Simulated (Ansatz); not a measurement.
Basis-set extrapolation for `Cl[C@H]1O[C@@H]1Cl` (PBE0-D4/def2-TZVP geometry, frozen core, Ansatz). Multiplicity 1, RHF reference.

```csv
,def2-TZVPP,def2-QZVPP
HF,-1070.792201,-1070.824454
MP2 correlation,-0.935914,-1.014425
CCSD(T) correlation,-1.016378,not run
```

Energies in hartree. Use E(X) = E(∞) + A·exp(−7.88·√X) for Hartree–Fock and E(X) = E(∞) + B·X^(−2.97) for correlation, with X = 3 and 4, and add CCSD(T) minus MP2 of the smaller set to the MP2 limit.

Task: What is the CCSD(T) energy at the basis-set limit?

Result: HF limit: -1070.824454 + (-0.032253) × 0.13774 = -1070.82890. MP2 limit: -1.014425 + (-0.078511) × 0.74074 = -1.07258. Higher-order term: -1.016378 − (-0.935914) = -0.08046. Total: -1071.98194 hartree, 455.2 kJ/mol below CCSD(T)/def2-TZVPP.
